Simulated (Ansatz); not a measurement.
Relaxation of H$_{4}$SSi (6 atoms, charge 0, multiplicity 1), to a largest force component of 0.015 eV/Å in at most 40 steps.

The calculation used Ansatz, RKS PBE-D4/def2-mTZVP.

```xyz
6
Properties=species:S:1:pos:R:3
Si -0.133 -0.335 -0.427
S 0.884 0.006 1.390
H -1.656 -0.047 -0.201
H 0.109 -1.667 -0.920
H 0.318 0.678 -1.458
H 0.261 -0.941 2.134
```

Question: Where does it end, and by what steps?

Answer: It converged. After 4 steps the energy has fallen by 0.127 eV; H5 moved furthest, 0.08 Å.

```csv
step,energy less start (eV),largest force component (eV/Å),accepted
0,0.0000,1.624,yes
1,-0.0847,0.668,yes
2,-0.1252,0.097,yes
3,-0.1269,0.016,yes
4,-0.1269,0.002,yes
```

```xyz
6
Properties=species:S:1:pos:R:3
Si -0.178 -0.313 -0.424
S 0.918 0.047 1.405
H -1.650 -0.104 -0.249
H 0.042 -1.697 -0.949
H 0.363 0.687 -1.390
H 0.288 -0.925 2.127
```

Whether the end is a true minimum wasn't checked by a vibrational analysis.

The run took 13 s on 1 thread of AMD EPYC (Zen 3) (shared host), peak memory 0.12 GiB.
